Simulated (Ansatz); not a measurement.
HO (charge +1): a ladder of basis sets, run with the Python package of Ansatz (0.2.0).

The script, `ho_basis.py`:
```python
# -*- coding: utf-8 -*-
'''How the energy of HO(+) converges with the basis.'''

import ansatz as az
from ase import Atoms

atoms = Atoms(['H', 'O'], positions=[
    (0.0, 0.0, 0.0),
    (0.0, 0.0, 1.02),
])
geometry = az.Crystal.molecule_from_ase(atoms)

model = geometry.calculation()
model = model.functional('b3lyp')
model = model.charge(1).spin('collinear', total=2)

energies = {}
for basis in ['cc-pVDZ', 'cc-pVTZ', 'cc-pVQZ']:
    rep = model.basis(gaussian=basis).run(threads=1).report
    size = rep['n_frozen'] + rep['n_occupied'][0] + rep['n_virtual'][0]
    energies[basis] = (rep['reference_energy_ev'] / 27.211386246, rep['free_energy_ev'] / 27.211386246)
    print(f'{basis:14s} {size:4d} orbitals  reference {energies[basis][0]:14.6f} Ha  total {energies[basis][1]:14.6f} Ha')

last = energies['cc-pVQZ'][1]
for basis, (_, total) in energies.items():
    print(f'{basis:14s} lies {27.211386 * (total - last):9.4f} eV above cc-pVQZ')
```

How far does the total energy move along this ladder of basis sets?

Against cc-pVDZ: cc-pVTZ -21.3 mHa and cc-pVQZ -26.9 mHa. The last step alone is -5.62 mHa.

The output:

```console
$ python ho_basis.py
cc-pVDZ          19 orbitals  reference     -75.259694 Ha  total     -75.259694 Ha
cc-pVTZ          44 orbitals  reference     -75.280963 Ha  total     -75.280963 Ha
cc-pVQZ          85 orbitals  reference     -75.286582 Ha  total     -75.286582 Ha
cc-pVDZ        lies    0.7317 eV above cc-pVQZ
cc-pVTZ        lies    0.1529 eV above cc-pVQZ
cc-pVQZ        lies    0.0000 eV above cc-pVQZ
```

The drop along the ladder measures the basis error, and is no property of the molecule. The geometry is a force-field or estimated start, not a minimum of this method, and the last set is no limit. Much of the fall in a total is atomic energy, which cancels in bond and reaction energies. The species is open-shell (spin multiplicity 3). b3lyp holds the VWN-RPA fit, as in Gaussian; the form of ORCA and Turbomole is b3lyp5. The spin state was assumed, and another may lie lower. Wall time of the script: 2.7 s on 1 thread of Arm Neoverse N1 (shared host), peak memory 0.17 GiB.
